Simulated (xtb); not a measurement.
nitrogen (N2), SMILES N#N. All values are semi-empirical tight-binding results from xtb (GFN2-xTB unless named), good for trends rather than for accurate numbers. Geometry: GFN2-xTB.

Optimised geometry:

Bonds (Å): N1–N2 1.098.

```yaml
point_group_as_xtb_finds_it: D∞h
orbital_gap: 4.13 eV
dipole_moment: 0.00 D
static polarisability (D4 model): 13.2 bohr³
solvation energy, GFN2-xTB/ALPB(water): -6.0 kcal/mol
solvation energy, GFN2-xTB/ALPB(dmf): -3.3 kcal/mol
```

Computed atomic charges and the Wiberg bond orders between heavy atoms:
charges (e) N1 0.00, N2 0.00. Bond orders N1–N2 3.00.
